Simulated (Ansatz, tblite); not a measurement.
Cost and result up the ladder for H2S2 (4 atoms). The state is a singlet with charge 0. Geometry: PBE0-D4/def2-TZVP.

```csv
atom,x (Å),y (Å),z (Å)
S1,0.058,1.096,0.250
S2,-0.182,-0.895,0.657
H3,1.135,1.009,-0.552
H4,-1.011,-1.210,-0.355
```

Ansatz on 4 threads of Arm Neoverse V1 on a shared host; xTB runs through tblite on one thread. Times are rough, summed over both states, and most runs start from the orbitals of an earlier one. PBE0-D4/def2-TZVP serves as the yardstick here, not as an exact answer. The other state is a triplet.

The xTB rows come from tblite. HOMO above LUMO, or a gap near zero within one spin, warns that the state may not be the lowest or that an electron is smeared out.

xTB has no spin-polarisation term.

```
              level  functions  vertical triplet (eV)  difference from PBE0-D4/def2-TZVP (eV)                                  remarks
   PBE-D4/def2-TZVP         86                   4.00                                   -0.19  gap within one spin near zero (triplet)
  PBE0-D4/def2-TZVP         86                   4.19                                    0.00                                        –
r2SCAN-D4/def2-TZVP         86                   4.09                                   -0.10                                        –
           GFN1-xTB         22                   4.53                                    0.34                                        –
           GFN2-xTB         20                   3.74                                   -0.44                                        –
```

Question: Estimate how long each takes.

Answer: GFN2-xTB 0.004 s; GFN1-xTB 0.005 s; PBE-D4/def2-TZVP 1.2 s; PBE0-D4/def2-TZVP 2.5 s; r2SCAN-D4/def2-TZVP 4.4 s. On shared hardware such times vary by a factor of up to 3.
